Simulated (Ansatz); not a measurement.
**BHCl (doublet): wave-function methods side by side, def2-TZVPP**

An exercise on one series of results from a longer session: the logs are not shown, and one member is left open.

The runs use Ansatz 0.2.0, Gaussian basis; def2-TZVPP, core rule «outside noble gas», up to 6 orbitals frozen.

Plan: UHF; ROHF; CCSD(T) on UHF.

2 further runs of the same task are left out: 2 set aside as unsound or not needed.

**The geometry**

The geometry is a PBE0/def2-TZVP stationary point (not a proven minimum).

3 atoms, charge 0, spin multiplicity 2.

Atoms are counted from 1 here; the program's logs count them from 0.

Bond lengths: B1–Cl2 1.710 Å, B1–H3 1.193 Å. Angles: Cl2–B1–H3 123.6°.

The first run:

Input file in.yaml:

```yaml
crystal:
  periodic: [false, false, false]
  atoms:
    - {symbol: B, position_ang: [0.000000, -0.186113, 1.254645]}
    - {symbol: Cl, position_ang: [0.000000, 0.036461, -0.440547]}
    - {symbol: H, position_ang: [0.000000, 0.713740, 2.038566]}
basis:
  gaussian: {orbitals: def2-TZVPP}
magnetization: {spin_polarized: true, initial_magnetization: 1}
hamiltonian: {xc: hf}
output: {orbitals: {seedname: orbitals}}
```

Command:

```console
> ansatz run in.yaml --threads 1 --pin off --events-out ev --progress --plain --max-ram 4096MiB --backend cpu
```

Steps of the session up to this table: UHF; ROHF; CCSD(T) on UHF.

One of the session's tables, all rows but one given; the rest of the session is left out.

It belongs to the step «Misses and costs». 

| method | from UCCSD(T) (kcal/mol) |
| --- | --- |
| ROHF | +191.89 |
| UHF | +190.86 |
| UMP2 | ? |
| UCCSD | +7.67 |
| UCCSD(T) | 0 |

Q: Estimate the row for UMP2 from the others.

The run gave: from UCCSD(T) (kcal/mol): +24.86. In the column «from UCCSD(T) (kcal/mol)» it lies between UCCSD (+7.67) and UHF (+190.86).

With the free atoms at the same levels and basis (separate runs), the atomisation energy is 7.958 eV at UCCSD(T), 6.794 eV at ROHF.
